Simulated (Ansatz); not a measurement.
System: body-centred tetragonal In. Method: LDA (Ansatz, a first-principles code, PAW).

Settings: plane-wave cutoff 520 eV, 24×24×24 k mesh, Fermi–Dirac smearing 0.05 eV, scalar-relativistic PAW data made under PBE.

Energies at three volumes about the minimum:

```
V (Å³/atom)  E − E_lowest (meV/atom)
-----------  -----------------------
24.101                          1.62
24.593                          0.00
25.085                          1.45
```

Fit a parabola by hand: where is the minimum, and what is the bulk modulus?

Slopes: (0.00 − 1.62)/(24.593 − 24.101) = -3.293 and (1.45 − 0.00)/(25.085 − 24.593) = 2.947 meV/Å³. Curvature E″ = 2 × (2.947 − (-3.293))/(25.085 − 24.101) = 12.683 meV/Å⁶. From the middle of the first interval, the slope vanishes at V0 = 24.3470 − (-3.293)/12.683 = 24.607 Å³/atom. B = V0 E″ = 24.607 × 12.683 meV/Å³ × 0.1602 GPa per meV/Å³ = 50.0 GPa. The full Birch–Murnaghan fit to all volumes gives V0 = 24.596 Å³/atom and B0 = 49.8 GPa.

Shape and atoms are relaxed at each volume.

Measured, for comparison: bulk modulus 44.7 GPa, equilibrium volume per atom 25.70 Å³/atom (copied from a table, unchecked, extrapolated to 0 K and zero-point effects removed; as tabulated in Lejaeghere et al. (2013), arXiv:1204.2733). Computed less measured: bulk modulus not scored (unchecked), equilibrium volume per atom not scored (unchecked).
